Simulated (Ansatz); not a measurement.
Compare A (`NC#CCO`) with its isomer B (`C1=NCCO1`).

Calculated with Ansatz (gas phase, PBE0-D4/def2-TZVP geometries, no zero-point term in ΔE). CCSD(T)/CBS is the MP2 limit (def2-TZVPP, def2-QZVPP) plus CCSD(T) − MP2 in def2-TZVPP, frozen cores. DFT in def2-TZVPP. B3LYP here is the variant with VWN-RPA as its local correlation; programs differ in this. Each species was taken in one conformer, which may not be the lowest.

A:

```xyz
10

N    -1.8885   -1.0479    1.1148
C    -0.7706   -0.5419    0.5771
C     0.2086   -0.0730    0.0527
C     1.3579    0.5400   -0.5885
O     1.0646    1.2025   -1.8063
H    -2.1206   -0.7233    2.0406
H    -2.0229   -2.0407    1.0006
H     1.8302    1.2304    0.1250
H     2.1044   -0.2210   -0.8329
H     0.2370    1.6749   -1.6832
```

B:

```xyz
10

C    -0.3014    1.1401    0.8389
N    -0.2805   -0.0036    1.3666
C     0.0403   -0.9370    0.2866
C     0.2101   -0.0516   -0.9606
O    -0.0498    1.2803   -0.4769
H    -0.5127    2.0675    1.3592
H     0.9482   -1.4915    0.5363
H    -0.7675   -1.6651    0.1796
H    -0.5061   -0.2694   -1.7543
H     1.2193   -0.0698   -1.3753
```

Problem. Which isomer does CCSD(T)/CBS put lower? Give the gap. (Estimate.)

Solution. Ansatz gave: B, by 34.9 kcal/mol.

Problem. Give E(B) − E(A) in kcal/mol with PBE-D4, B3LYP, CCSD(T)/def2-TZVPP, BLYP-D4, CCSD(T)/def2-SVP, HF/def2-TZVPP, MP2/def2-TZVPP. (An estimate is asked.)

Solution. Computed: PBE-D4 -35.7, B3LYP -31.8, CCSD(T)/def2-TZVPP -36.6, BLYP-D4 -32.2, CCSD(T)/def2-SVP -39.7, HF/def2-TZVPP -33.9, MP2/def2-TZVPP -34.3. None reverses the order clearly.

Problem. Does the order hold for the free energy at 298.15 K (harmonic terms from PBE0-D4)? (An estimate is asked.)

Solution. The calculation gave: Yes: G(B) − G(A) = -31.7 kcal/mol, for one conformer each.

Largest T1 diagnostic: 0.014.

Leaving LDA and LC-ωPBE aside and taking each functional with its dispersion term where it has one, the values, not all of them listed here, spread over 6.7 kcal/mol, from ωB97X-V to BLYP-D4. LDA lies −3.2 kcal/mol from PBE without D4. The D4 term adds −1.3 kcal/mol with B3LYP and −0.6 kcal/mol with PBE0; it sums over pairs of atoms, weighted by their polarisabilities, and B3LYP, whose exchange is more repulsive, gets the larger term.
